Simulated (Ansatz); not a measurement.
We consider GaS (P6₃/mmc, No. 194), described by HSE06-D3(BJ) in Ansatz (PAW).

Run with plane-wave cutoff 500 eV, 12×12×2 k mesh (along the axes of the cell as run), gaussian smearing 0.02 eV, scalar-relativistic PAW data made under PBE.

Computed at the level's own relaxed cell.

**Question.** Give the computed equilibrium volume per atom, lattice parameter a and c axis length.

**Answer.** 
equilibrium volume per atom: 20.88 Å³/atom
lattice parameter a: 3.558 Å
c axis length: 15.238 Å

Static lattice: no zero-point or thermal effects.

Cost on a shared machine: around 70 core-minutes (rough).

Ansatz is a quantum-chemistry and plane-wave program.
